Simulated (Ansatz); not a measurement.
Geometry optimisation, Ansatz, RKS PBE-D4/def2-SVP.

Input:

```yaml
crystal:
  periodic: [false, false, false]
  atoms:
    - { symbol: Si, position_ang: [0.0, 0.0, 0.0] }
    - { symbol: H, position_ang: [0.0, 0.0, 1.81] }
    - { symbol: H, position_ang: [1.3768, 0.0, -0.4862] }
    - { symbol: H, position_ang: [-0.6877, 1.1914, -0.4862] }
    - { symbol: H, position_ang: [-0.6877, -1.1914, -0.4862] }
    - { symbol: Si, position_ang: [-2.3914, 0.0, 0.7946] }
    - { symbol: H, position_ang: [-3.1794, -0.9102, -0.0313] }
    - { symbol: H, position_ang: [-2.4426, -0.4389, 2.1861] }
    - { symbol: H, position_ang: [-2.9397, 1.3491, 0.69] }
    - { symbol: H, position_ang: [-0.9452, 0.0, 1.8966] }
basis:
  gaussian: { orbitals: def2-SVP }
hamiltonian:
  xc: pbe
  dispersion: d4
relax:
  f_tol: 0.15
  max_steps: 25
  restrain:
    - { distance: [0, 5], at: 2.22, k: 30.0 }
    - { distance: [9, 1], at: 0.66, k: 30.0 }
    - { distance: [0, 1], at: 2.66, k: 30.0 }
    - { distance: [9, 5], at: 2.66, k: 30.0 }
output:
  orbitals: {}
```

Run as:

```bash
$ ansatz run input.yaml --threads 1 --pin off --max-ram 2048MiB --backend cpu --events-out ev --progress --plain --runs-dir out
```

Where does it end, and by what steps?

The forces met the threshold. The restraints hold the end off the free minimum. After 12 steps the energy has fallen by 4.642 eV (the restraints' own energy left out); H4 moved furthest, 1.06 Å. Joined: H2–H10 (0.95 → 0.72 Å).

```json
{"step": "0", "energy less start (eV)": "0.0000", "largest force component (eV/Å)": "2.648", "accepted": "yes"}
{"step": "1", "energy less start (eV)": "-0.6850", "largest force component (eV/Å)": "2.066", "accepted": "yes"}
{"step": "2", "energy less start (eV)": "-1.0189", "largest force component (eV/Å)": "5.556", "accepted": "yes"}
{"step": "3", "energy less start (eV)": "-2.2205", "largest force component (eV/Å)": "4.788", "accepted": "yes"}
{"step": "4", "energy less start (eV)": "-3.3827", "largest force component (eV/Å)": "2.657", "accepted": "yes"}
{"step": "5", "energy less start (eV)": "-4.0076", "largest force component (eV/Å)": "1.526", "accepted": "yes"}
{"step": "6", "energy less start (eV)": "-4.3085", "largest force component (eV/Å)": "1.331", "accepted": "yes"}
{"step": "7", "energy less start (eV)": "-4.4636", "largest force component (eV/Å)": "1.535", "accepted": "yes"}
{"step": "8", "energy less start (eV)": "-4.5551", "largest force component (eV/Å)": "1.384", "accepted": "yes"}
{"step": "9", "energy less start (eV)": "-4.6073", "largest force component (eV/Å)": "1.508", "accepted": "yes"}
{"step": "10", "energy less start (eV)": "-4.6360", "largest force component (eV/Å)": "1.382", "accepted": "yes"}
{"step": "11", "energy less start (eV)": "-4.6394", "largest force component (eV/Å)": "1.615", "accepted": "yes"}
{"step": "12", "energy less start (eV)": "-4.6424", "largest force component (eV/Å)": "1.563", "accepted": "yes"}
```

```xyz
10
Properties=species:S:1:pos:R:3
Si -0.457 -0.132 -0.457
H -0.076 0.396 2.133
H 0.821 0.051 0.315
H -0.516 0.948 -1.507
H -0.375 -1.456 -1.174
Si -2.341 -0.070 0.784
H -3.494 -0.345 -0.150
H -2.350 -1.129 1.852
H -2.567 1.280 1.410
H -0.542 0.459 2.682
```

Run time: 23 s on 1 thread of Intel(R) Xeon(R) Platinum 8488C (Sapphire Rapids) (shared host), peak memory 0.15 GiB.
